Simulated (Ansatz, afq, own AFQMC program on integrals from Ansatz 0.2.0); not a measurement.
AFQMC on a folder of integrals that Ansatz 0.2.0 wrote.

```yaml
crystal:
  periodic: [false, false, false]
  atoms:
    - {symbol: Ge, position_ang: [0.000000, -0.250672, 0.683888]}
    - {symbol: O, position_ang: [0.000000, 1.401313, 0.177319]}
    - {symbol: S, position_ang: [0.000000, -0.131339, -1.637755]}
basis:
  gaussian: {orbitals: cc-pVDZ}
magnetization: {spin_polarized: true, initial_magnetization: 2}
correlation: {method: ccsd_t, electrons: outside_noble_gas, hamiltonian_folder: ham}
```

```sh
$ ansatz run in.yaml --threads 1 --pin off --events-out ev --progress --plain --max-ram 1382MiB
```

Options of the walk:

```
--method phaseless --trial hf --walkers 120 --populations 1 --least-time 40 --time-step 0.005 --steps-per-block 20 --equilibration-blocks 112 --max-blocks 600 --target-error 0.00144 --factor-cut 1e-05 --start spin_pure --seed 6014 --taylor-order 6
```

Times are imaginary, in 1/Eh. The walk had a cap of 2050 s. Filled inner d shells are frozen with the cores.

Output of the walk:

```
orbitals 39  electrons 9 7  factors 306 of 650
reference energy -2547.68040880 Eh
CCSD correlation -0.38208729 Eh in 19 cycles, weight of the determinant in the CISD state 0.7317
energy of the start -2547.681747 Eh
 block  time / (1/Eh)  mean weight  energy / Eh
     1     0.100  1.0034  -2547.767496
     2     0.200  1.0003  -2547.836294
     3     0.300  1.0025  -2547.884623
     4     0.400  1.0000  -2547.913980
     5     0.500  1.0054  -2547.934157
     7     0.700  0.9992  -2547.976619
     9     0.900  1.0002  -2547.997499
    18     1.800  1.0008  -2548.038442
    52     5.200  0.9987  -2548.078946
    69     6.900  1.0000  -2548.133804
    86     8.600  0.9974  -2548.060487
   120    12.000  1.0006  -2548.048217
   154    15.400  1.0011  -2548.121134
   188    18.800  0.9990  -2548.027908
   222    22.200  0.9997  -2548.025412
   256    25.600  1.0012  -2548.103495
   290    29.000  0.9987  -2548.084386
   324    32.400  0.9985  -2548.107051
   358    35.800  0.9976  -2548.124509
   392    39.200  0.9990  -2548.097261
   426    42.600  1.0004  -2548.074589
   460    46.000  0.9997  -2548.045477
   494    49.400  1.0040  -2548.082763
   528    52.800  0.9975  -2548.080219
   562    56.200  1.0007  -2548.091190
   596    59.600  1.0003  -2548.063501
   630    63.000  1.0002  -2548.115146
   664    66.400  1.0014  -2548.062293
   698    69.800  1.0004  -2548.109096
blocks merged  error / Eh  count
     1  0.001321  600
     2  0.001732  300
     4  0.002293  150
     8  0.002761  75
    16  0.003051  37
    32  0.003084  18
    64  0.002990  9
energy -2548.085974 +/- 0.003084 Eh
(rows thinned)
```

The run passed its tests (sampling time, drift between the halves within three errors, error under three times the target), which doesn't prove that it has relaxed. The second half of the sampling lies above the first by 2.4 errors of their difference, so the energy may still be moving and its error bar be too small.

Against this walk (error 83.9 meV) on the same determinant: CCSD(T) 187.5 meV higher, a separate phaseless walk with a CISD trial and standard settings 123.2 ± 89.3 meV higher (within the noise). The error is statistical and leaves out the bias of the constraint. None of these is a sure reference here.

Cautions: constraint bias not in the error; error above the target (83.9 against 39.2 meV); no relativity below Rb; no spin-orbit coupling; inner d shell frozen; lower spins were not checked; higher spins were not checked; the search met a lower determinant of the same kind, perhaps of another symmetry (41 meV lower), and this one is a saddle point; strong correlation (T1 0.064, weight of the determinant 0.73, largest double 0.08); unrestricted determinant slightly spin contaminated (⟨S²⟩ 2.06 against 2.00); the bias of populations of 120 walkers isn't removed.

The walk took 4.4 min on 1 thread of Intel(R) Xeon(R) 6975P-C (Granite Rapids), on a shared host. The log's last line is the phaseless energy.

A walk keeps the symmetry of its determinant, which the program's search chose and which needn't be the lowest solution, so a lower state of the same spin and another symmetry isn't excluded.
